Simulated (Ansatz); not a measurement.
# SiH₂S: single points off equilibrium

One table from this session's results is given with a row withheld; the runs are named, their logs left out.

The runs use Ansatz 0.2.0, Gaussian basis; single points in def2-TZVPP.

Correlated methods freeze the cores.

### Where the work starts

SMILES `[SiH2]=S`, 4 atoms, charge 0, spin multiplicity 1.

Atoms are counted from 1 here; the program's logs count them from 0.

Bond lengths: Si1–S2 1.898 Å, Si1–H3 1.453 Å, Si1–H4 1.376 Å. Angles: S2–Si1–H3 124.3°, S2–Si1–H4 124.3°, H3–Si1–H4 111.0°.

Coordinates:

```xyz
4
H2SSi
Si   -0.06200   -0.02890   -0.07220
S     1.57760   -0.17580    0.87270
H    -1.20140   -0.90900    0.12460
H    -0.37880    1.00780   -0.92010
```

The first run:

run/in.yaml

```yaml
crystal:
  periodic: [false, false, false]
  atoms:
    - {symbol: Si, position_ang: [-0.062000, -0.028900, -0.072200]}
    - {symbol: S, position_ang: [1.577600, -0.175800, 0.872700]}
    - {symbol: H, position_ang: [-1.201400, -0.909000, 0.124600]}
    - {symbol: H, position_ang: [-0.378800, 1.007800, -0.920100]}
basis:
  gaussian: {orbitals: def2-TZVPP}
correlation: {method: ccsd_t}
output: {forces: true}
```

The command line of these runs was not kept.

Among the steps run: CCSD(T)/def2-TZVPP; PBE0-D4/def2-TZVPP; wB97M-V/def2-TZVPP; r2SCAN-D4/def2-TZVPP; PBE-D4/def2-TZVPP; r2SCANh-D4/def2-TZVPP; CAM-B3LYP-D4/def2-TZVPP.

One table of the session follows, with a row left open; its other results are not shown here.

| method | RMS force component (eV/Å) | angle to CCSD(T) forces (°) | dipole (D) |
| --- | --- | --- | --- |
| CCSD(T) | 0.986 | reference | 2.59 |
| PBE0-D4 | 0.963 | 10.9 | 2.71 |
| wB97M-V | ? | ? | ? |
| r2SCAN-D4 | 0.969 | 7.6 | 2.64 |
| PBE-D4 | 1.068 | 5.4 | 2.45 |
| r2SCANh-D4 | 0.943 | 9.9 | 2.71 |
| CAM-B3LYP-D4 | 0.889 | 13.7 | 2.83 |

Q: Estimate the row for wB97M-V from the others.

**Answer.** RMS force component (eV/Å): 0.889; angle to CCSD(T) forces (°): 11.1; dipole (D): 2.77.
